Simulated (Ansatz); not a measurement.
# CH2N (quartet): the correlation ladder, cc-pVDZ

The task here is to estimate one member of a computed series from the others.

Program: Ansatz 0.2.0, Gaussian basis. Level of theory: cc-pVDZ, core rule «outside noble gas», up to 2 orbitals frozen. These are calculated values, not measurements.

The runs, in order: UHF; CCSD(T) on ROHF; CCSD(T) on UHF; BCCD(T) on ROHF; CISD as a restricted active space (open shells left free, so some higher excitations enter); CCSDT(Q) on ROHF; CCSDT(Q) on UHF; CASSCF and MRCISD+Q, 11 electrons in 10 orbitals; CASSCF and NEVPT2, 11 electrons in 10 orbitals.

25 further runs of the same task are left out: 11 that didn't finish, 14 set aside as unsound or not needed. Runs told in other sessions of the task aren't counted.

## The geometry

The geometry is a PBE0/def2-TZVP stationary point (not a proven minimum) of the parent state, kept for this charge and spin.

4 atoms, charge 0, spin multiplicity 4.

Atoms are counted from 1 here; the program's logs count them from 0.

Bond lengths: N1–C2 1.226 Å, N1–H3 1.020 Å, C2–H4 1.097 Å. Angles: C2–N1–H3 118.7°, N1–C2–H4 125.4°.

Set-up of the first run:

in.yaml

```yaml
crystal:
  periodic: [false, false, false]
  atoms:
    - {symbol: N, position_ang: [0.000000, -0.172031, 0.548148]}
    - {symbol: C, position_ang: [0.000000, 0.195022, -0.621447]}
    - {symbol: H, position_ang: [0.000000, 0.535251, 1.282826]}
    - {symbol: H, position_ang: [0.000000, -0.468538, -1.494872]}
basis:
  gaussian: {orbitals: cc-pVDZ}
magnetization: {spin_polarized: true, initial_magnetization: 3}
hamiltonian: {xc: hf}
output: {orbitals: {seedname: orbitals}}
```

Launch:

```bash
$ ansatz run in.yaml --threads 1 --pin off --events-out ev --progress --plain --max-ram 2393MiB
```

Steps of the session up to this table: UHF; CCSD(T) on ROHF; CCSD(T) on UHF; BCCD(T) on ROHF; CISD as a restricted active space (open shells left free, so some higher excitations enter); CCSDT(Q) on ROHF; CCSDT(Q) on UHF; CASSCF and MRCISD+Q, 11 electrons in 10 orbitals; CASSCF and NEVPT2, 11 electrons in 10 orbitals.

One table of the session follows, with a row left open; its other results are not shown here.

```
          method  from UCCSDT(Q) (meV)
            ROHF                     ?
             UHF               +6769.0
            RMP2                +981.3
            UMP2                +982.1
            CISD                +548.2
           RCCSD                +166.5
           UCCSD                +161.5
        RCCSD(T)                 +27.6
        UCCSD(T)                 +26.0
         BCCD(T)                 +27.6
          RCCSDT                 +10.2
          UCCSDT                  +8.4
       RCCSDT(Q)                  +1.9
       UCCSDT(Q)                     0
  CASSCF valence               +5145.6
  NEVPT2 valence                +978.2
  MRCISD valence                +318.2
MRCISD+Q valence                 +37.2
```

Q: Estimate the row for ROHF from the others.

The run gave: from UCCSDT(Q) (meV): +7007.8. In the column «from UCCSDT(Q) (meV)» it is the highest.

Limits of these values: Restricted and unrestricted rows rest on different reference determinants; a gap between their highest levels can come from leftover correlation error, from unlike frozen cores or from another state.
